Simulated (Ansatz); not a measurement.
Ansatz (a quantum-chemistry and plane-wave program) input:

Ansatz 0.2 input:
```yaml
crystal:
  periodic: [false, false, false]
  atoms:
    - {symbol: N, position_ang: [-0.00000000, 0.00000000, 0.00000000]}
    - {symbol: H, position_ang: [0.01428541, 0.96188359, -0.35397200]}
    - {symbol: H, position_ang: [0.83339821, -0.49769460, -0.32934452]}
    - {symbol: H, position_ang: [-0.84032710, -0.47735428, -0.34161902]}
    - {symbol: H, position_ang: [-0.00735652, 0.01316529, 1.02493554]}
basis:
  gaussian:
    orbitals: def2-TZVPD
hamiltonian:
  xc: {name: B3LYP}
total_charge: 1
output: {forces: true}
```

Problem. Predict the final energy.

Solution. -56.92399 Eh (B3LYP/def2-TZVPD). The basis has 73 functions.
